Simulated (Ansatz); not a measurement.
Ideal-gas functions of `[O][O-]` radical at 400 K and 1 bar, from an Ansatz frequency run at PBE0-D4/def2-TZVPD.

Molar mass 32.0 g/mol, point group D∞h (symmetry number 2), electronic degeneracy 2, moments of inertia 13.973 u Å². Harmonic wavenumbers (cm⁻¹, unscaled): 1237.

Use S(trans) = R[1.5 ln M + 2.5 ln T − 1.1517]; rotational temperatures θ = 24.2544 K / I; S(rot) = R[ln(T/σθ) + 1]; for each mode x = 1.438777 ν̃/T, S = R[x/(eˣ − 1) − ln(1 − e⁻ˣ)] and H = RT x/(eˣ − 1); 1 cm⁻¹ = 0.0119627 kJ/mol; R = 8.31446 J/(mol·K).

Q: By hand: the entropy, in J/(mol·K).

A: Translation 158.2. Rotation: θ = 1.7358 K, giving 47.8. Vibration, mode by mode: 0.54, in all 0.5. Electronic 5.8. Sum 212.3 J/(mol·K).

Q: By hand: H − E and G − E in kJ/mol, counted from the electronic energy.

A: Zero-point energy ½ × 1237 × 0.0119627 = 7.4; thermal vibration 0.2; translation, rotation and pV give 3.5 RT = 11.6. H − E = 19.2 kJ/mol, and G − E = 19.2 − 400 × 212.3/1000 = -65.7 kJ/mol.

Vibration gives 0 % of the entropy; all modes have x over 3 and are hardly excited.
